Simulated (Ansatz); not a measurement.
A run of Ansatz (development build ahead of 0.2.0) on singlet CH₂ at this shape:

```xyz
3

C     0.0429    0.0231   -0.1909
H    -0.0360    0.8966    0.5370
H     0.0445   -0.8464    0.5222
```

Its results:

```yaml
Converged: yes
Total_energy: -38.85186 hartree
Spin_squared_of_the_determinant: 0.000
```

Q: Which input gives this output? Name the method, the orbitals and the basis set, and write the input.

A: RHF in 6-31G. An unrestricted run that stays on the closed shell gives the same numbers.

```yaml
crystal:
  periodic: [false, false, false]
  atoms:
    - { symbol: C, position_ang: [0.04292, 0.02306, -0.19086] }
    - { symbol: H, position_ang: [-0.03596, 0.89658, 0.53698] }
    - { symbol: H, position_ang: [0.04455, -0.84642, 0.52225] }
basis:
  gaussian: { orbitals: "6-31G" }
hamiltonian:
  xc: hf
```

Caution: in another basis set an unrestricted determinant lies well below; another spin multiplicity may lie lower.
